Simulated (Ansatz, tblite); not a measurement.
**The cluster Cr2B2: a ladder of methods and basis sets**

Aim: run the singlet of the cluster Cr2B2 at one geometry on many levels, and compare frontier levels, spin and run time.

Program: Ansatz 0.2.0, Gaussian basis. Level of theory: as each input shows. These are calculated values, not measurements.

The runs, in order: GFN1-xTB, GFN2-xTB, PBE-D4/def2-TZVP, r2SCAN-D4/def2-TZVP, B3LYP-D4/def2-TZVP, BHLYP-D4/def2-TZVP, BLYP-D4/def2-TZVP, ωB97M-V/def2-TZVP, ωB97X-V/def2-TZVP, PBE-D4/def2-SVP, PBE0-D4/def2-SVP, HF/STO-3G, PBE0-D4/def2-TZVPD, PBE-D4/def2-TZVPD, r2SCAN-D4/def2-TZVPD, CCSD(T)/def2-TZVPP, MP2/def2-TZVP, RPA/def2-TZVP.

**1. The geometry**

The geometry is that of the singlet, from an earlier relaxation (r2SCAN-D4/def2-SVP). At that level it is the lowest of the isomers that a small search found.

4 atoms, charge 0, spin multiplicity 1.

Bond lengths: Cr1–B3 1.963 Å, Cr1–B4 1.963 Å, Cr2–B3 1.963 Å, Cr2–B4 1.963 Å, B3–B4 1.595 Å. Angles: B3–Cr1–B4 47.9°, B3–Cr2–B4 47.9°, Cr1–B3–Cr2 56.4°, Cr1–B3–B4 66.0°, Cr2–B3–B4 66.0°, Cr1–B4–Cr2 56.4°, Cr1–B4–B3 66.0°, Cr2–B4–B3 66.0°.

No spin-orbit coupling is included.

PBE0-D4/def2-TZVP was run before; its log isn't repeated, and its numbers join the tables.

**2. GFN1-xTB**

Tight binding, by tblite at 300 K electronic temperature and without a spin-polarisation term:

```python
tblite.interface.Calculator('GFN1-xTB', numbers, positions, charge=0, uhf=0).singlepoint()
```

Energy -169.4922 eV, HOMO -9.60 eV, LUMO -9.36 eV; 0.003 s.

**3. GFN2-xTB**

Tight binding, by tblite at 300 K electronic temperature and without a spin-polarisation term:

```python
tblite.interface.Calculator('GFN2-xTB', numbers, positions, charge=0, uhf=0).singlepoint()
```

Energy -160.9748 eV, HOMO -2.16 eV, LUMO -2.10 eV; 0.007 s.

**4. PBE-D4/def2-TZVP**

start.molden holds the orbitals of an earlier run on this state, given as this run's starting guess.

Contents of in.yaml:

```yaml
crystal:
  periodic: [false, false, false]
  atoms:
    - {symbol: Cr, position_ang: [0.312531, 1.149653, 0.178085]}
    - {symbol: Cr, position_ang: [0.220368, -0.114676, -1.178715]}
    - {symbol: B, position_ang: [-1.013483, -0.289333, 0.338468]}
    - {symbol: B, position_ang: [0.480594, -0.745644, 0.662172]}
basis:
  gaussian: {orbitals: def2-TZVP, initial_orbitals: start.molden}
hamiltonian: {xc: pbe, dispersion: d4}
scf: {omitted_lower_state_checks: [starts]}
output: {orbitals: {seedname: orbitals}}
```

On the command line:

```bash
> ansatz run in.yaml --threads 4 --pin off --events-out ev --progress --plain --max-ram 3916MiB
```

The runs that follow: r2SCAN-D4/def2-TZVP; B3LYP-D4/def2-TZVP; BHLYP-D4/def2-TZVP; BLYP-D4/def2-TZVP; ωB97M-V/def2-TZVP; ωB97X-V/def2-TZVP; PBE-D4/def2-SVP; PBE0-D4/def2-SVP; HF/STO-3G; PBE0-D4/def2-TZVPD; PBE-D4/def2-TZVPD; r2SCAN-D4/def2-TZVPD; CCSD(T)/def2-TZVPP; MP2/def2-TZVP; RPA/def2-TZVP.

Q: Predict the results of all the runs planned. Wanted: gap in def2-TZVP, named functionals, smallest and largest; correlation energy, CCSD(T)/def2-TZVPP; correlation energy, MP2/def2-TZVP; binding an atom, functionals in def2-TZVP; PBE0 total energy, smallest basis above largest.

**Answer**, as computed:

| quantity | value |
| --- | --- |
| gap in def2-TZVP, named functionals, smallest and largest | 0.19 eV (BLYP-D4), 6.76 eV (ωB97M-V) |
| correlation energy, CCSD(T)/def2-TZVPP | -44.69 eV |
| correlation energy, MP2/def2-TZVP | -33.16 eV |
| binding an atom, functionals in def2-TZVP | -0.05 (BHLYP-D4) to 2.25 eV (PBE-D4) |
| PBE0 total energy, smallest basis above largest | 9.29 eV (def2-SVP, def2-TZVPD) |

What this shows: Over the named functionals in def2-TZVP the gap runs from 0.19 eV (BLYP-D4) to 6.76 eV (ωB97M-V); exact exchange widens it. Notes on CCSD(T)/def2-TZVPP and its Hartree-Fock reference, which MP2 shares: large T1 diagnostic, restricted state is unstable towards broken spin symmetry, state flagged by the program.
